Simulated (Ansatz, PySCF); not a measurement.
acetamide (C2H5NO), SMILES CC(N)=O. Atoms are numbered in the order given.

```xyz
9

C      0.2891     1.3714     0.0000
C     -0.1483    -0.0782     0.0000
N      0.8727    -0.9805     0.0000
O     -1.3121    -0.4171     0.0000
H      0.8971     1.5977     0.8896
H      0.8971     1.5977    -0.8896
H     -0.6038     2.0063     0.0000
H      0.6399    -1.9646     0.0000
H      1.8435    -0.7062     0.0000
```
Charge 0, spin multiplicity 1.

Geometry: PBE0-D3(BJ)/def2-SVP. The values are those of a single conformer.

Two levels are set side by side: PBE-D3(BJ)/def2-SVP (PySCF) and PBE0-D3(BJ)/def2-SVP (Ansatz, a quantum-chemistry and plane-wave program). Each level has its own optimised geometry; the coordinates shown are those of the second. Differences are taken from unrounded values.

```csv
quantity,PBE0-D3(BJ),PBE-D3(BJ),PBE-D3(BJ) minus PBE0-D3(BJ)
mean bond length (Å),1.176,1.186,0.010
bond C1–C2 (Å),1.514,1.526,0.012
bond C2–N3 (Å),1.363,1.374,0.011
bond C2–O4 (Å),1.212,1.226,0.013
bond C1–H5 (Å),1.101,1.110,0.008
bond C1–H6 (Å),1.101,1.110,0.008
bond C1–H7 (Å),1.096,1.104,0.008
bond N3–H8 (Å),1.011,1.020,0.009
bond N3–H9 (Å),1.009,1.018,0.009
```

GGA bonds tend to be longer and softer than those of functionals with exact exchange. Differences between two approximate levels are no errors against the true value.
